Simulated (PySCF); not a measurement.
Predicted microwave data (PBE0-D3(BJ)/def2-SVP geometry optimisation, gas phase in PySCF) for one isomer of CH2N2:

- Rotational constants: A = 309743, B = 10191, C = 9934 MHz
- Dipole components: |μa| = 4.50 D, |μb| = 0.00 D, |μc| = 1.03 D
- Inertial defect: -0.35 u·Å²
- κ: -1.00

**Question.** Which structure is it? (One computed conformer of each.)
A. `N=C=N`
B. `N#CN`

**Answer.** B. It is N#CN, a near-prolate asymmetric top, point group Cs. The candidates at the same level (rigid rotor, commonest isotopes):

```csv
SMILES,A (MHz),B (MHz),C (MHz),μa (D),μb (D),μc (D),Δ (u·Å²),point group,rotor
N=C=N,553333,10398,10206,0.00,0.00,0.00,0.00,C2h,near-prolate asymmetric top
N#CN,309743,10191,9934,4.50,0.00,1.03,-0.35,Cs,near-prolate asymmetric top
```

`N=C=N` has A 79 % too high. In the right answer the mirror of this Cs structure is the ac plane, so μb vanishes by symmetry. No structure here is proved a minimum.
